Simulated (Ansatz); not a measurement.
Species: HO2, charge 0, multiplicity 2. SMILES: [O]O
Geometry from a B3LYP-D3(BJ)/def2-TZVP (Ansatz, a program for electronic structure) optimisation:
```
O
H 1 0.9780
O 1 1.3260 2 105.56
```
Charge 0, spin multiplicity 2.

Wanted: enthalpy of formation at 298 K, in kcal/mol. Terms: UHF or UKS for open shells; non-relativistic; no dispersion term unless named; spin-orbit terms left out; 6-31G* and kin with 6d, 5d where marked. Ab initio and DFT rows: single points at B3LYP-D3(BJ) geometries (Ansatz), with unscaled harmonic terms from B3LYP/6-31G* at its own minima, enthalpies of formation by atomisation with measured atoms.

```csv
species,coefficient,"E at B3LYP/6-31G* (Ansatz), Eh","E at PBE0/def2-TZVPD (Ansatz), Eh","H(298 K) - E, kcal/mol"
[O]O (HO2),+1,-150.89910,-150.81858,11.19
H atom,-1,-0.50027,-0.50104,-
O atom,-2,-75.06062,-75.01925,-
```

The atoms take no thermal term, since their enthalpies of formation at 0 K are used: the result is the sum of coefficient times E, plus the molecule's thermal term, plus number times (enthalpy of formation minus H(298) - H(0)) over the atoms. Measured values of the atoms (G2/97 table in ASE), kcal/mol:

| atom | number | enthalpy of formation of the gas at 0 K | H(298) - H(0) of the element's standard state |
|---|---|---|---|
| H | 1 | 51.63 | 1.01 |
| O | 2 | 58.99 | 1.04 |

Measured values: Active Thermochemical Tables 1.112 (ions: stationary electron), as tabulated in the package chemicals; they hold spin-orbit and core effects, anharmonicity.  Value to compare with, the measured value: 2.9 kcal/mol. 1 Eh = 627.5095 kcal/mol.

Q: Work the quantity out at each level, and compare with the measured value.

A: 
- B3LYP/6-31G*: the sum of coefficient times E is -0.27759 Eh, or -174.19 kcal/mol; the thermal terms add 11.19; the atoms' measured terms add 166.52. Result: 3.5 kcal/mol. Its error against the measured value is 0.6 kcal/mol.
- PBE0/def2-TZVPD: the sum of coefficient times E is -0.27904 Eh, or -175.10 kcal/mol; the thermal terms add 11.19; the atoms' measured terms add 166.52. Result: 2.6 kcal/mol. Its error against the measured value is -0.3 kcal/mol.
